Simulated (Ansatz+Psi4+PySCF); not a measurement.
Two shapes of doublet B2N.

Shape 1:

```xyz
3

B     0.0000    0.0000   -1.3280
N     0.0000    0.0000    0.0000
B     0.0000    0.0000    1.3120
```

Shape 2:

```xyz
3

B     0.0000    0.0000   -1.4000
N     0.0000    0.0000    0.0000
B     0.0000    0.0000    1.2400
```

Basis set: cc-pVTZ (spherical functions). Frozen core: 3 orbitals. Correlation on ROHF uses semicanonical orbitals with singles. Charge 0, multiplicity 2.

Computed with Ansatz (development build ahead of 0.2.0); each method stands on the lowest determinant of its kind that the runs found.

**Question.** Which shape is lower in energy, and by how much in each method?

**Answer.**

```tsv
method	E(2) − E(1) (eV)
UHF	-0.169
ROHF-MP2	-0.071
UHF-MP2	-0.022
ROHF-CCSD	-0.084
ROHF-CCSD(T)	-0.010
```

Shape 2 is lower. Caution for UHF, UHF-MP2: the unrestricted determinant is spin contaminated; the determinant breaks the point group. Caution for ROHF-MP2, UHF-MP2, ROHF-CCSD, ROHF-CCSD(T): large amplitudes, a single reference is doubtful. Caution for ROHF-MP2, ROHF-CCSD, ROHF-CCSD(T): the determinant may break the point group. Caution for ROHF-MP2, UHF-MP2, ROHF-CCSD(T): another reference gives a lower total.
